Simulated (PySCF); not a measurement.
**SiC: from the state search to spectroscopic constants**

Aim: find the lowest electronic state of SiC, scan its bond at several levels of theory, and get bond length, wavenumber and dissociation energy from each curve.

Method: Si aug-cc-pV(D+d)Z, C aug-cc-pVDZ, no relativity; program: PySCF 2.14.0.

## Step 1: Set-up

Settings of the job:

```json
{"atoms": "Si, C", "charge": "0", "basis": "Si aug-cc-pV(D+d)Z, C aug-cc-pVDZ", "Hamiltonian": "no relativity", "basis functions": "55", "electrons treated": "20", "masses in u": "27.9769, 12.0000", "levels": "PBE0, PBE, r²SCAN, M06, revPBE, r²SCANh, LC-ωPBE, HF, MP2, SCS-MP2, CCSD, CCSD(T)", "grid": "80 radial by 434 angular points", "occupations": "held fixed by the projection of orbital angular momentum", "dissociation limit": "Si + C, each in its ground configuration", "starting distance in angstrom": "1.825", "values of 2S to try": "0, 2, 4"}
```

The run is started by

```bash
> OMP_NUM_THREADS=1 python dia.py task.json out
```

The runs that follow: PBE0 along the bond; Higher solutions at PBE0; PBE (GGA); r²SCAN (meta-GGA); M06 (hybrid meta-GGA); revPBE (GGA); r²SCANh (hybrid meta-GGA); LC-ωPBE (range-separated hybrid); ROHF; MP2 and coupled cluster.

Q: Predict the outcome of this session. Wanted: for each run, Re; ωe; De; μ.

The runs gave:

Lowest PBE0 solution found, without spin–orbit coupling: ³Π (triplet), unpaired electrons σ ↑, π ↑. State 2 has its PBE0 minimum 0.27 eV higher. State 3 has its PBE0 minimum 0.30 eV higher, as a spin-mixed determinant (⟨S²⟩ = 1.02), so this is no gap between pure states. State 4 has its PBE0 minimum 0.55 eV higher, as a spin-mixed determinant (⟨S²⟩ = 1.01), so this is no gap between pure states. The other levels ran on the lowest alone.

```csv
level,Re (Å),ωe (cm⁻¹),De (eV),μ (D)
ROHF,1.686,1094,2.20,-1.37
ROHF-MP2,1.738,973,3.88,n/a
ROHF-SCS-MP2,1.736,973,3.69,n/a
ROHF-CCSD,1.739,954,3.60,n/a
ROHF-CCSD(T),1.752,924,3.85,n/a
PBE,1.739,946,4.70,-1.70
revPBE,1.744,936,4.47,-1.67
r²SCAN,1.727,965,4.41,-1.43
r²SCANh,1.723,967,4.28,-1.40
PBE0,1.720,983,4.30,-1.59
M06,1.722,970,4.50,-1.68
LC-ωPBE,1.703,996,4.01,-1.44
```

De is counted to Si + C in their ground configurations. A positive dipole means Si(−)C(+).

**Reading.** Bond lengths run from 1.686 Å (ROHF) to 1.752 Å (ROHF-CCSD(T)). Among the levels with a De in the table, it runs from 2.20 eV (ROHF) to 4.70 eV (PBE).

Correlated steps freeze 6 core orbitals. T1 is 0.056 near the minimum (highest on the curve 0.085), which may point to more than one leading configuration.
